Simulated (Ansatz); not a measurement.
Reaction (SMILES): CS (CH3-SH) + [H][H] (H2) → C (CH4) + S (H2S)
B3LYP-D3(BJ)/def2-TZVP geometries, fixed; electronic energies without zero-point terms.

Basis-set convergence of the energy of full hydrogenation at MP2 with Ansatz (an electronic-structure program). Cartesian d functions, on some or all atoms, in 6-31G*, 6-31+G*, 6-311G**, 6-311+G**; all else is spherical. Cores are frozen. No added dispersion term, no relativity. Functions are those of the species that has most. Reference: Hartree-Fock in aug-cc-pV(Q+d)Z plus the correlation part extrapolated as X^-3 from aug-cc-pV(T+d)Z and aug-cc-pV(Q+d)Z, -18.41 kcal/mol, itself unsure by roughly 0.07 kcal/mol (a third of the extrapolation step and of the last Hartree-Fock step). Deviations are taken from unrounded values.

```csv
basis,functions,energy of full hydrogenation (kcal/mol)
6-31G*,42,-15.18
6-31+G*,50,-15.32
def2-SVP,52,-21.79
def2-SVPD,79,-21.78
pcseg-1,52,-20.61
aug-pcseg-1,86,-20.08
cc-pV(D+d)Z,57,-20.37
aug-cc-pV(D+d)Z,91,-20.21
6-311G**,69,-19.05
6-311+G**,77,-18.81
def2-TZVP,92,-18.08
def2-TZVPD,119,-17.88
pcseg-2,120,-19.12
aug-pcseg-2,188,-18.89
cc-pV(T+d)Z,125,-19.28
aug-cc-pV(T+d)Z,193,-18.80
def2-TZVPP,129,-19.26
def2-TZVPPD,156,-19.16
cc-pV(Q+d)Z,239,-18.87
aug-cc-pV(Q+d)Z,353,-18.55
def2-QZVPP,247,-18.85
def2-QZVPPD,274,-18.82
pcseg-3,256,-18.80
aug-pcseg-3,370,-18.65
```

What the diffuse functions change, pair by pair:
- 6-31G* to 6-31+G*: 8 more functions, deviation 3.23 to 3.09 kcal/mol
- def2-SVP to def2-SVPD: 27 more functions, deviation -3.37 to -3.36 kcal/mol
- pcseg-1 to aug-pcseg-1: 34 more functions, deviation -2.20 to -1.67 kcal/mol
- cc-pV(D+d)Z to aug-cc-pV(D+d)Z: 34 more functions, deviation -1.95 to -1.79 kcal/mol
- 6-311G** to 6-311+G**: 8 more functions, deviation -0.64 to -0.39 kcal/mol
- def2-TZVP to def2-TZVPD: 27 more functions, deviation 0.34 to 0.53 kcal/mol
- pcseg-2 to aug-pcseg-2: 68 more functions, deviation -0.71 to -0.48 kcal/mol
- cc-pV(T+d)Z to aug-cc-pV(T+d)Z: 68 more functions, deviation -0.87 to -0.39 kcal/mol
- def2-TZVPP to def2-TZVPPD: 27 more functions, deviation -0.85 to -0.75 kcal/mol
- cc-pV(Q+d)Z to aug-cc-pV(Q+d)Z: 114 more functions, deviation -0.46 to -0.14 kcal/mol
- def2-QZVPP to def2-QZVPPD: 27 more functions, deviation -0.43 to -0.41 kcal/mol
- pcseg-3 to aug-pcseg-3: 114 more functions, deviation -0.38 to -0.24 kcal/mol

Leaving out the reference's own pair, they bring the value nearer the reference by more than 0.07 kcal/mol in 8 of 11 pairs.
